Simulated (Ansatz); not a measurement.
H₄NOSi, SMILES [O]N[SiH3], a composite energy at a relaxed geometry

Run with the Ansatz DFT code, driven from Python.

Script `composite_h4nosi.py`:
```python
"""Relax H4NOSi cheaply, then refine its energy."""

import itertools

import ansatz as az
from ase.data import atomic_numbers, covalent_radii
import numpy as np


def main() -> None:
    mol = (
        az.Crystal.molecule()
        .atom("O", (1.7378, -0.8121, -0.1687))
        .atom("N", (1.0395, 0.3314, -0.3592))
        .atom("Si", (-0.677, -0.0516, -0.0312))
        .atom("H", (1.346, 0.9983, 0.3839))
        .atom("H", (-0.8115, -0.5858, 1.3325))
        .atom("H", (-1.1513, -1.0516, -0.9996))
        .atom("H", (-1.4836, 1.1714, -0.1577))
    )

    calc = mol.calculation()
    calc = calc.basis(gaussian="def2-SVP")
    calc = calc.functional("r2scan")
    calc = calc.spin("collinear", total=1)
    symbols = [site.symbol for site in mol.cartesian_sites]
    start = np.array([site.position_ang for site in mol.cartesian_sites], dtype=float)
    rep = calc.relax(force_tolerance=0.01, max_steps=100).run(threads=1).report
    end = np.array(rep["positions_ang"])
    # pairs closer than 1.2 times the sum of covalent radii, before or after
    radius = [covalent_radii[atomic_numbers[s]] for s in symbols]
    span = lambda where, i, j: np.linalg.norm(where[i] - where[j])
    bonded = [(i, j) for i, j in itertools.combinations(range(len(symbols)), 2) if min(span(start, i, j), span(end, i, j)) < 1.2 * (radius[i] + radius[j])]
    print("pair        before    after (A)")
    for i, j in bonded:
        print(f"{symbols[i]}{i}-{symbols[j]}{j}".ljust(10), f"{span(start, i, j):8.4f} {span(end, i, j):8.4f}")
    for first, second in list(itertools.combinations(bonded, 2)):
        shared = set(first) & set(second)
        if shared and symbols[(j := shared.pop())] != "H":
            i, k = sorted((set(first) | set(second)) - {j})
            u, v = end[i] - end[j], end[k] - end[j]
            angle = np.degrees(np.arccos(np.clip(u @ v / np.linalg.norm(u) / np.linalg.norm(v), -1, 1)))
            print(f"final angle {symbols[i]}{i}-{symbols[j]}{j}-{symbols[k]}{k}: {angle:.2f} deg")

    minimum = az.Crystal.molecule()
    for symbol, place in zip(symbols, end):
        minimum = minimum.atom(symbol, place.tolist())
    at_minimum = minimum.calculation().spin("collinear", total=1)
    # MP2 extrapolated to the basis limit, plus the small-basis difference CCSD(T) - MP2
    level = lambda method, basis: at_minimum.basis(gaussian=basis).correlation(method).run(threads=1).report
    small, large, cluster = level("mp2", "cc-pVDZ"), level("mp2", "cc-pVTZ"), level("ccsd_t", "cc-pVDZ")
    corr = lambda each: (each["free_energy_ev"] - each["reference_energy_ev"]) / 27.211386246
    mp2_limit = (27 * corr(large) - 8 * corr(small)) / 19
    pieces = {"HF / cc-pVTZ": large["reference_energy_ev"] / 27.211386246, "MP2 correlation, DZ-TZ limit": mp2_limit, "CCSD(T) - MP2 / cc-pVDZ": corr(cluster) - corr(small)}
    for name, value in pieces.items():
        print(f"{name:32s} {value:14.6f} Ha")
    print(f"{'sum':32s} {sum(pieces.values()):14.6f} Ha")
    print("T1 diagnostic", round(cluster["correlation"]["coupled_cluster"]["t1_diagnostic"], 4))


if __name__ == "__main__":
    main()
```

```console
$ python composite_h4nosi.py
pair        before    after (A)
O0-N1        1.3533   1.2839
N1-Si2       1.7890   1.7799
N1-H3        1.0445   1.0318
Si2-H4       1.4708   1.4883
Si2-H5       1.4706   1.4883
Si2-H6       1.4705   1.4921
final angle O0-N1-Si2: 118.25 deg
final angle O0-N1-H3: 116.52 deg
final angle Si2-N1-H3: 125.23 deg
final angle N1-Si2-H4: 109.27 deg
final angle N1-Si2-H5: 109.28 deg
final angle N1-Si2-H6: 106.29 deg
final angle H4-Si2-H5: 109.77 deg
final angle H4-Si2-H6: 111.07 deg
final angle H5-Si2-H6: 111.08 deg
HF / cc-pVTZ                        -420.575095 Ha
MP2 correlation, DZ-TZ limit          -0.590666 Ha
CCSD(T) - MP2 / cc-pVDZ               -0.052930 Ha
sum                                 -421.218691 Ha
T1 diagnostic 0.0232
```

Total energies depend on the basis set; only differences at equal settings carry meaning. The sum leaves out core correlation, relativity, the Hartree-Fock basis error and zero-point energy; a DZ-TZ extrapolation is rough. The species is open-shell (spin multiplicity 2). Inner cores stay frozen, so this is valence correlation. For Al to Cl the sets with a tight d function, cc-pV(X+d)Z, are usual. An extrapolation from small basis sets is rough. It ran for 74 s on 1 thread of Arm Neoverse V1, with other jobs on the host, peak memory 0.37 GiB.
